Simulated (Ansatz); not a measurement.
## Nudged elastic band run: AlClH3N

The input (input.yaml):

```yaml
crystal:
  periodic: [false, false, false]
  atoms:
    - { symbol: Al, position_ang: [0.300562, 0.053495, -0.024574] }
    - { symbol: Cl, position_ang: [0.537793, -0.483354, 2.004693] }
    - { symbol: H, position_ang: [1.545028, 0.492773, -0.864088] }
    - { symbol: "N", position_ang: [-1.313396, -0.009641, -0.71785] }
    - { symbol: H, position_ang: [-2.149217, -0.2831, -0.237134] }
    - { symbol: H, position_ang: [-1.52887, 0.229827, -1.666848] }
basis:
  gaussian: { orbitals: def2-SVP }
hamiltonian:
  xc: hf
neb:
  order_check: false
  images: 7
  f_tol: 0.5
  max_iterations: 60
  final_atoms:
    - { symbol: Al, position_ang: [-0.08756519, 0.38655033, -1.74698125] }
    - { symbol: Cl, position_ang: [1.32583662, -0.28253852, 1.86779942] }
    - { symbol: H, position_ang: [2.37030424, 0.06420037, 1.22840555] }
    - { symbol: "N", position_ang: [-1.71647872, 0.02299341, -1.0952179] }
    - { symbol: H, position_ang: [-1.91931317, -0.2638572, -0.15288294] }
    - { symbol: H, position_ang: [-2.58088377, 0.07265161, -1.60692389] }
  initial_path:
    images:
      - { positions_ang: [[0.300562, 0.053495, -0.024574], [0.537793, -0.483354, 2.004693], [1.545028, 0.492773, -0.864088], [-1.313396, -0.009641, -0.71785], [-2.149217, -0.2831, -0.237134], [-1.52887, 0.229827, -1.666848]] }
      - { positions_ang: [[0.22575658, 0.03946696, -0.01901796], [0.79099046, -0.35358508, 1.97086326], [1.59883783, 0.35437756, -0.64499128], [-1.40166867, -0.00538271, -0.77672803], [-2.20232878, -0.40741047, -0.38095831], [-1.61968742, 0.37253373, -1.65496869]] }
      - { positions_ang: [[0.15095115, 0.02543892, -0.01346192], [1.04418793, -0.22381616, 1.93703352], [1.65264765, 0.21598212, -0.42589455], [-1.48994133, -0.00112441, -0.83560605], [-2.25544056, -0.53172094, -0.52478263], [-1.71050484, 0.51524047, -1.64308937]] }
      - { positions_ang: [[0.07614573, 0.01141088, -0.00790588], [1.29738539, -0.09404723, 1.90320378], [1.70645748, 0.07758667, -0.20679783], [-1.578214, 0.00313388, -0.89448408], [-2.30855233, -0.6560314, -0.66860694], [-1.80132227, 0.6579472, -1.63121006]] }
      - { positions_ang: [[0.0013403, -0.00261716, -0.00234984], [1.55058286, 0.03572169, 1.86937405], [1.7602673, -0.06080877, 0.0122989], [-1.66648666, 0.00739218, -0.95336211], [-2.36166411, -0.78034187, -0.81243125], [-1.89213969, 0.80065393, -1.61933074]] }
      - { positions_ang: [[-0.02088607, 0.09467471, -0.43850769], [1.4943963, -0.04384336, 1.86898039], [1.91277653, -0.02955648, 0.31632556], [-1.67898468, 0.01129249, -0.98882606], [-2.25107638, -0.65122071, -0.64754417], [-2.06432571, 0.61865335, -1.61622903]] }
      - { positions_ang: [[-0.04311244, 0.19196658, -0.87466555], [1.43820974, -0.12340841, 1.86858673], [2.06528577, 0.0016958, 0.62035222], [-1.69148269, 0.01519279, -1.02429], [-2.14048864, -0.52209954, -0.4826571], [-2.23651173, 0.43665277, -1.61312732]] }
      - { positions_ang: [[-0.06533882, 0.28925846, -1.3108234], [1.38202318, -0.20297346, 1.86819308], [2.217795, 0.03294809, 0.92437889], [-1.70398071, 0.0190931, -1.05975395], [-2.02990091, -0.39297837, -0.31777002], [-2.40869775, 0.25465219, -1.6100256]] }
      - { positions_ang: [[-0.08756519, 0.38655033, -1.74698125], [1.32583662, -0.28253852, 1.86779942], [2.37030424, 0.06420037, 1.22840555], [-1.71647872, 0.02299341, -1.0952179], [-1.91931317, -0.2638572, -0.15288294], [-2.58088377, 0.07265161, -1.60692389]] }
```

Launched with:

```bash
$ ansatz run input.yaml --threads 1 --pin off --max-ram 2048MiB --backend cpu --events-out ev --progress --plain --runs-dir out
```

Output, in part (warnings, iteration lines, the closing report on the highest movable image, with atoms numbered from 0):

```
NEB end point (image 0): max|allowed force component| = 2.015e-2 eV/Å (the criterion of neb.relax_end_points is 1.000e-1)
NEB end point (image 8): max|allowed force component| = 9.773e-3 eV/Å (the criterion of neb.relax_end_points is 1.000e-1)
NEB iter   1: max|band force component| = 5.469e0 eV/Å  barrier→ = 4.7771 eV  barrier← = 2.0600 eV  Δτ_max = 0.2000 Å  (329 SCF iters)
NEB iter   2: max|band force component| = 2.059e0 eV/Å  barrier→ = 4.1531 eV  barrier← = 1.4360 eV  Δτ_max = 0.1973 Å  (222 SCF iters)
NEB iter   3: max|band force component| = 1.881e0 eV/Å  barrier→ = 4.2169 eV  barrier← = 1.4998 eV  Δτ_max = 0.1977 Å  (227 SCF iters)
NEB iter   4: max|band force component| = 6.146e0 eV/Å  barrier→ = 4.3350 eV  barrier← = 1.6179 eV  Δτ_max = 0.1028 Å  (221 SCF iters)
NEB iter   5: max|band force component| = 1.765e0 eV/Å  barrier→ = 4.2024 eV  barrier← = 1.4853 eV  Δτ_max = 0.2000 Å  (226 SCF iters)
NEB iter   6: max|band force component| = 1.597e0 eV/Å  barrier→ = 3.7753 eV  barrier← = 1.0581 eV  Δτ_max = 0.1982 Å  (224 SCF iters)
NEB iter   7: max|band force component| = 1.860e0 eV/Å  barrier→ = 4.0222 eV  barrier← = 1.3051 eV  Δτ_max = 0.1028 Å  (221 SCF iters)
NEB iter   8: max|band force component| = 2.394e0 eV/Å  barrier→ = 4.0083 eV  barrier← = 1.2912 eV  Δτ_max = 0.0503 Å  (224 SCF iters)
NEB iter   9: max|band force component| = 1.074e0 eV/Å  barrier→ = 4.0373 eV  barrier← = 1.3202 eV  Δτ_max = 0.0506 Å  (227 SCF iters)
NEB iter  10: max|band force component| = 9.789e-1 eV/Å  barrier→ = 4.0423 eV  barrier← = 1.3251 eV  Δτ_max = 0.0253 Å  (223 SCF iters)
NEB iter  11: max|band force component| = 4.779e-1 eV/Å  barrier→ = 4.0382 eV  barrier← = 1.3211 eV  CI = image 3  Δτ_max = 0.0000 Å  (473 SCF iters)
Total energy: -20607.54834523 eV, -757.3134333894 hartree
Atom 0 at     0.260193     0.200711    -0.706605 Å, force    -0.062668    -0.005126     0.249399 eV/Å
Atom 1 at     1.086668    -0.390976     1.775881 Å, force    -0.217578     0.021441    -0.179545 eV/Å
Atom 2 at     1.629201     0.187227     0.272305 Å, force     0.091898     0.017296    -0.163020 eV/Å
Atom 3 at    -1.485350     0.031807    -0.914713 Å, force     0.394624     0.059590    -0.021489 eV/Å
Atom 4 at    -2.092806    -0.315457    -0.198688 Å, force    -0.180747    -0.038620     0.046005 eV/Å
Atom 5 at    -2.006005     0.286687    -1.733982 Å, force    -0.025529    -0.054582     0.068650 eV/Å
Dipole moment:    -0.539637     0.146436    -0.797443 e Å
```

The run converged. The threshold of 0.5 eV/Å is loose, so the images may lie well off the minimum-energy path. Neighbouring images differ by up to 1.9 eV, so the band resolves the path poorly. The order of the stationary point at the top wasn't checked. The orbitals stay closed-shell, which can raise the energy where a bond breaks towards radicals; this wasn't checked here.

Final band (atoms are numbered from 1 in the order of the input):

```csv
image,path coordinate (Å),energy (eV),Al1–Cl2 (Å),Al1–H3 (Å),Cl2–H3 (Å)
0,0.00,0.00,2.11,1.56,3.19
1,0.57,0.41,2.13,1.55,2.76
2,1.14,2.15,2.32,1.53,2.20
3,1.71,4.04,2.68,1.68,1.70
4,2.27,3.13,3.10,2.18,1.30
5,2.86,2.80,3.66,2.79,1.27
6,3.45,2.74,3.99,3.26,1.27
7,4.03,2.73,4.03,3.89,1.27
8,4.63,2.72,3.94,3.87,1.27
```

Run time: 47 s on 1 thread of Arm Neoverse V1, with other jobs on the host, peak memory 0.11 GiB.
